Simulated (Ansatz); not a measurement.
# C3H3NO: basis-set convergence

One table from this session's results is given with a row withheld; the runs are named, their logs left out.

Method: one geometry, several basis sets; program: Ansatz 0.2.0, Gaussian basis.

The runs, in order: PBE0-D4/def2-SVP; ωB97M-V/def2-SVP; PBE0-D4/def2-QZVPP; ωB97M-V/def2-QZVPP; the functionals' def2-TZVPP values are taken from earlier runs.

### Structure used throughout

All runs share one geometry, relaxed beforehand with PBE0-D4 in a triple-zeta def2 set.

SMILES `C=C(O)C#N`, 8 atoms, charge 0, spin multiplicity 1.

Atoms are counted from 1 here; the program's logs count them from 0.

Bond lengths: C1–C2 1.329 Å, C1–H6 1.079 Å, C1–H7 1.082 Å, C2–O3 1.355 Å, C2–C4 1.433 Å, O3–H8 0.961 Å, C4–N5 1.152 Å. Angles: C2–C1–H6 120.0°, C2–C1–H7 120.4°, H6–C1–H7 119.6°, C1–C2–O3 122.4°, C1–C2–C4 121.5°, O3–C2–C4 116.1°, C2–O3–H8 110.2°, C2–C4–N5 177.2°.

Set-up of the first run:

The input, in.yaml:

```yaml
crystal:
  periodic: [false, false, false]
  atoms:
    - {symbol: C, position_ang: [0.430024, 0.325417, 1.148297]}
    - {symbol: C, position_ang: [0.000727, -0.184042, -0.002047]}
    - {symbol: O, position_ang: [-0.157703, -1.516629, -0.192790]}
    - {symbol: C, position_ang: [-0.322541, 0.654836, -1.118026]}
    - {symbol: N, position_ang: [-0.595436, 1.283059, -2.043876]}
    - {symbol: H, position_ang: [0.541884, 1.393452, 1.257378]}
    - {symbol: H, position_ang: [0.669184, -0.324601, 1.979499]}
    - {symbol: H, position_ang: [-0.474141, -1.688592, -1.084235]}
basis:
  gaussian: {orbitals: def2-SVP}
hamiltonian: {xc: pbe0, dispersion: d4}
output: {orbitals: {seedname: orbitals}}
```

On the command line:

```bash
ansatz run in.yaml --threads 2 --pin off --events-out ev --progress --plain --max-ram 4352MiB
```

Among the steps run: PBE0-D4 in def2-SVP; ωB97M-V in def2-SVP; PBE0-D4 in def2-QZVPP; ωB97M-V in def2-QZVPP.

One of the session's tables, all rows but one given; the rest of the session is left out.

It belongs to the step «Functionals by basis». 

| functional | basis | HOMO (eV) |
| --- | --- | --- |
| PBE0-D4 | def2-SVP | -7.51 |
| PBE0-D4 | def2-TZVPP | -7.67 |
| PBE0-D4 | def2-QZVPP | -7.70 |
| ωB97M-V | def2-SVP | -9.67 |
| ωB97M-V | def2-TZVPP | ? |
| ωB97M-V | def2-QZVPP | -9.89 |

Estimate the missing values for ωB97M-V, def2-TZVPP.

**Answer.** HOMO (eV): -9.86. In the column «HOMO (eV)» it lies between ωB97M-V, def2-QZVPP (-9.89) and ωB97M-V, def2-SVP (-9.67).
